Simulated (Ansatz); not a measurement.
What a trial cell of Re3I relaxes into

Method: DFT PBE, scalar-relativistic, plane waves, PAW (Ansatz 0.2.0). Cutoff 420 eV, Γ-centred k mesh, Gaussian smearing, collinear spin, first started from parallel moments.

The start puts Re3I on the Cu3Au (L1_2) structure type (Pm-3m, No. 221), with I in place of Au, Re in place of Cu, at a guessed volume.

```
Re I
1.0
     4.37318    0.00000    0.00000
     0.00000    4.37318    0.00000
     0.00000    0.00000    4.37318
Re I
3 1
Direct
  0.00000 0.50000 0.50000
  0.50000 0.00000 0.50000
  0.50000 0.50000 0.00000
  0.00000 0.00000 0.00000
```

Cell and atoms relax at zero pressure; the relaxation can't lower the symmetry of the start. After a coarse first stage the cell is made exact in the group found at 0.06 Å.

The zero of energy is the elements' standard structures at the same level; no fitted shifts are applied.

Q: Which crystal results?

A: It keeps Pm-3m (No. 221). The result has the Cu3Au (L1_2) structure. Conventional cell: a = 4.067 Å. Re has 4 I at 2.88 Å and 8 Re at 2.88 Å; around I lie 12 Re at 2.88 Å.

```cif
data_structure
_symmetry_space_group_name_H-M 'Pm-3m'
_symmetry_Int_Tables_number 221
_cell_length_a 4.0670
_cell_length_b 4.0670
_cell_length_c 4.0670
_cell_angle_alpha 90.000
_cell_angle_beta 90.000
_cell_angle_gamma 90.000
_cell_volume 67.27
loop_
_atom_site_label
_atom_site_type_symbol
_atom_site_symmetry_multiplicity
_atom_site_Wyckoff_symbol
_atom_site_fract_x
_atom_site_fract_y
_atom_site_fract_z
_atom_site_occupancy
Re1 Re 3 c 0.00000 0.50000 0.50000 1
I1 I 1 a 0.00000 0.00000 0.00000 1
```

Q: What are its volume, energy, gap and moment?

A: The volume per atom is 16.82 Å³ and the density is 16.92 g/cm³. The energy over the elements is 1.68 eV/atom, the gap on the 12×12×12 mesh is 0 eV (a metal) and the net moment per atom is 0.00 μB. The largest site moment is 0.00 μB.

The final run used a 12×12×12 mesh on its 4-atom cell and 0.10 eV smearing. For metals, differences of a few meV/atom aren't resolved. Spin–orbit coupling is left out. A structure relaxed within its symmetry needn't be a true minimum. The steps took about 3 core-minutes in all.